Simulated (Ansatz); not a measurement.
Loss of CH4: SiH2(CH3)(OH) → SiH2O + CH4

Species: SiH2(CH3)(OH), singlet; SiH2O (oxosilane) `O=[SiH2]`, singlet; CH4 (methane) `C`, singlet. 

Shapes, held fixed at every level: PBE0-D4/def2-TZVP. Flexible molecules stand in one conformer, not always the lowest. Programs: Ansatz 0.2.0. The zero-point and thermal change to 298 K, harmonic and unscaled (PBE0-D4/def2-TZVP), is -7.2 kJ/mol.

| level | kind | ΔH(298 K) (kJ/mol) | less CCSD(T)/CBS estimate | CPU time (sum over the molecules) |
| --- | --- | --- | --- | --- |
| SPW92/def2-TZVPP | LDA | +202.1 | +22.6 | 5.3 s |
| B3LYP-D4/def2-TZVPP | global hybrid | +168.4 | -11.1 | 14 s |
| wB97M-V/def2-TZVPP | range-separated hybrid | +183.0 | +3.5 | 25 s |
| wB97X-V/def2-TZVPP | range-separated hybrid | +187.4 | +7.9 | 21 s |
| B2PLYP/def2-TZVPP | double hybrid | +162.6 | -16.9 | 13 s |
| MP2/def2-SVP | perturbation theory | +166.7 | -12.8 | – |
| CCSD/def2-SVP | coupled cluster or CI | +173.6 | -5.9 | – |
| CCSD(T)/CBS estimate | coupled cluster or CI | +179.5 | 0.0 | 3.4 min |

The highest level, CCSD(T)/CBS estimate, gives ΔH(298 K) = +179.5 kJ/mol; the levels span +162.6 to +202.1. The column of differences is taken from that level and isn't an error. No measured value is set beside it here. The CBS estimate extrapolates MP2 from def2-TZVPP and def2-QZVPP and adds CCSD(T) − MP2 in the triple-zeta set, cores frozen. Times are processor times on shared x86 and Arm servers, and rough.
